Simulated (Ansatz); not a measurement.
Ideal-gas functions of C$_{4}$H$_{3}$S (`[c]1cccs1`) radical at 600 K and 1 bar, from an Ansatz frequency run at PBE0-D4/def2-TZVP.

Molar mass 83.14 g/mol, point group Cs (symmetry number 1), electronic degeneracy 2, moments of inertia 55.827, 94.092, 149.919 u Å². Harmonic wavenumbers (cm⁻¹, unscaled): 399, 537, 616, 688, 748, 791, 852, 879, 905, 1052, 1098, 1228, 1354, 1437, 1568, 3219, 3244, 3262.

Use S(trans) = R[1.5 ln M + 2.5 ln T − 1.1517]; rotational temperatures θ = 24.2544 K / I; S(rot) = R[ln(√π/σ · √(T³/θAθBθC)) + 1.5]; for each mode x = 1.438777 ν̃/T, S = R[x/(eˣ − 1) − ln(1 − e⁻ˣ)] and H = RT x/(eˣ − 1); 1 cm⁻¹ = 0.0119627 kJ/mol; R = 8.31446 J/(mol·K).

**Question.** By hand: the entropy, in J/(mol·K).

**Answer.** Translation 178.5. Rotation: θ = 0.4345, 0.2578, 0.1618 K, giving 113.7. Vibration, mode by mode: 8.99, 6.76, 5.79, 5.03, 4.49, 4.14, 3.68, 3.50, 3.33, 2.53, 2.32, 1.81, 1.42, 1.21, 0.94, 0.03, 0.03, 0.03, in all 56.0. Electronic 5.8. Sum 354.0 J/(mol·K).

**Question.** By hand: H − E and G − E in kJ/mol, counted from the electronic energy.

**Answer.** Zero-point energy ½ × 23877 × 0.0119627 = 142.8; thermal vibration 22.0; translation, rotation and pV give 4 RT = 20.0. H − E = 184.8 kJ/mol, and G − E = 184.8 − 600 × 354.0/1000 = -27.6 kJ/mol.

Vibration gives 16 % of the entropy.
